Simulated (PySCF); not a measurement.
Worked example: the barrier

An elementary step of SiNH8F, closed shell (SiH₄ + NH₃ + HF → SiNH₅ ([NH2][SiH3]) + HF + H₂; bonds formed: Si1–N7, H2–H8, H6–F9; bonds broken: Si1–H2, H6–N7, H8–F9). “Start” is the structure reached by relaxing down from the saddle towards the reactants; PBE0-D4/def2-TZVP structures. The saddle:

Si1  (-0.449, 0.040, -1.006)
H2  (0.199, -1.500, -0.165)
H3  (0.440, -0.471, -2.077)
H4  (-0.835, 1.394, -1.568)
H5  (-1.769, -0.577, -0.753)
H6  (0.328, 0.137, 1.315)
N7  (0.372, 0.840, 0.491)
H8  (0.199, -1.467, 0.802)
F9  (0.234, -1.148, 1.955)
H10  (-0.070, 1.728, 0.710)
H11  (1.352, 1.026, 0.295)
(Å)

Program: PySCF 2.14 with density fitting (its default auxiliary sets; JK sets also for MP2 and CCSD(T)). Basis: def2-TZVPP and def2-QZVPP. Cores are frozen in the correlated methods.

Energies in eV:

| quantity | saddle | start |
| --- | --- | --- |
| Hartree–Fock, triple zeta (X = 3) | -12176.36188 | -12178.71133 |
| Hartree–Fock, quadruple zeta (X = 4) | -12176.82617 | -12179.16732 |
| MP2 correlation, X = 3 | -18.60579 | -17.86389 |
| MP2 correlation, X = 4 | -20.02569 | -19.25650 |
| CCSD(T) correlation, X = 3 | -20.28263 | -19.61347 |

**Question.** Work out the barrier at the basis limit: extrapolate Hartree–Fock as E(X) = E∞ + A exp(−7.88 √X) and the MP2 correlation as E(X) = E∞ + B X^−2.97 (the exponents that Neese and Valeev fitted for def2-TZVPP and QZVPP), then add CCSD(T) − MP2 in triple zeta.

**Answer.** Each step is linear, so take the differences first (saddle − start): Hartree–Fock 2.34945 (X = 3) and 2.34115 (X = 4); MP2 correlation -0.74190 and -0.76919; CCSD(T) correlation -0.66916.
Two points give E∞ = E(4) + w [E(4) − E(3)], with w = 1/(exp(7.88 (2 − √3)) − 1) = 0.1377 for Hartree–Fock and w = 1/((4/3)^2.97 − 1) = 0.7407 for the correlation.
Hartree–Fock: 2.34115 + 0.1377 × (-0.00830) = 2.3400 eV.
MP2 correlation: -0.76919 + 0.7407 × (-0.02729) = -0.7894 eV.
CCSD(T) − MP2: -0.66916 − (-0.74190) = 0.0727 eV.
Sum: 2.3400 + (-0.7894) + 0.0727 = 1.6233 eV, or 37.43 kcal/mol. Plain CCSD(T) in triple zeta gives 1.6803 eV, so the larger basis shifts the result by -0.0570 eV.

T1 diagnostic: at most 0.012.

Labels in which every atom is bracketed show which atoms are joined, not bond orders.

For scale, one of the runs: CCSD(T)/def2-TZVPP, 216 basis functions, launched by `OMP_NUM_THREADS=4 python run.py`. Hardware: 4 CPU threads of an Arm Neoverse V2, shared host. Wall time 8.1 min; peak host memory 3.2 GiB.
